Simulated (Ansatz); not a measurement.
Compare A (`N/C(S)=C(\O)F`) with its isomer B (`NC(F)(S)C=O`).

Isolated molecules relaxed with PBE0-D4/def2-TZVP in Ansatz; ΔE leaves out vibrations. CCSD(T)/CBS is the MP2 limit (def2-TZVPP, def2-QZVPP) plus CCSD(T) − MP2 in def2-TZVPP, frozen cores. DFT in def2-TZVPP. B3LYP here is the variant with VWN-RPA as its local correlation; programs differ in this. Each species was taken in one conformer, which may not be the lowest.

(1) Which isomer does CCSD(T)/CBS put lower? Give the gap. (Best estimate.)

(2) Give E(B) − E(A) in kJ/mol with ωB97M-V, MP2/def2-TZVPP, r2SCAN-D4, PBE-D4, B3LYP-D4, HF/def2-TZVPP, CCSD/def2-TZVPP. (Best estimate.)

Largest T1 diagnostic: 0.014.

## Answers

(1) Computed: B, by 33.8 kJ/mol.

(2) The calculation gave: ωB97M-V -34.4, MP2/def2-TZVPP -37.6, r2SCAN-D4 -30.8, PBE-D4 -26.6, B3LYP-D4 -31.3, HF/def2-TZVPP -45.3, CCSD/def2-TZVPP -38.7. None reverses the order clearly.

In def2-TZVPP, CCSD(T) changes the Hartree–Fock value by +6.5 kJ/mol (the triples alone add −0.1 kJ/mol) and MP2 by +7.7 kJ/mol.
